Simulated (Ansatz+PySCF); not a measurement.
**triplet CH₂: levels of theory in one basis**

```yaml
atoms:
  - { symbol: C, position_ang: [0.0000, 0.0000, 0.1049] }
  - { symbol: H, position_ang: [0.0000, 0.9644, -0.3284] }
  - { symbol: H, position_ang: [0.0000, -0.9644, -0.3284] }
```

Basis set: cc-pVTZ (spherical functions). Frozen core: 1 orbital. Correlation on ROHF uses semicanonical orbitals with singles. Charge 0, multiplicity 3.

Computed with Ansatz (development build ahead of 0.2.0); each method stands on the lowest determinant of its kind that the runs found.

```
  method  E − E(ROHF) (eV)  <S²> of the determinant
    ROHF              0.00                     2.00
     UHF             -0.15                     2.02
ROHF-MP2             -3.34                        –
 UHF-MP2             -3.34                     2.02
```

(1) What does ROHF-CCSD(T) give on the same scale?

Answers

(1) -3.94 eV.
